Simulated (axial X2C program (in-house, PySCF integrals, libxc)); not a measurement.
**AlB⁻ along the bond: B3LYP, non-relativistic**

Calculated with an in-house relativistic program for diatomic molecules. The Hamiltonian is the X2C one with the speed of light multiplied by 100, which is the non-relativistic limit. Basis: Al dyall-av3z [9s8p3d2f], B dyall-av3z [8s7p3d2f] (cores contracted in-house); Gaussian nuclei, density fitting, unrestricted open shells. Masses: Al 26.982 u, B 11.009 u.

State: M_S = 3/2, Λ = 0 (beyond evenly filled blocks: σα, π+α, π-α). Dipoles are positive if B is the positive end and refer to the centre of mass.

```tsv
R (Å)	μ (D)	HOMO (eV)	LUMO (eV)	⟨S²⟩
1.809	-1.167	0.28	2.08	3.757
1.892	-1.442	0.22	2.10	3.756
1.954	-1.641	0.18	2.11	3.755
2.017	-1.832	0.14	2.12	3.755
2.079	-2.014	0.11	2.12	3.754
2.152	-2.213	0.14	2.11	3.754
2.224	-2.395	0.19	2.11	3.754
2.318	-2.607	0.26	2.10	3.753
2.432	-2.830	0.32	2.09	3.753
2.599	-3.094	0.38	2.06	3.753
```

Problem. The minimum lies at 2.082 Å. What is the dipole moment there?

Solution. At B3LYP, non-rel., with the sign and origin stated: μ = -2.02 D.

One determinant describes the state; a PBE0 search over occupations chose it and may have missed a lower one. Other states lie close and PBE0, whose exact exchange favours high spin, may order them wrongly; the determinant shown need not be the ground state. The nearest other spin-free determinant of the search, M_S = 1/2, Λ = 0, lies 0.25 eV up at the distance of the search. The highest occupied level of some functionals is positive through self-interaction error; at Hartree–Fock it is bound. The LUMO of an anion is an unbound level whose energy the basis sets.
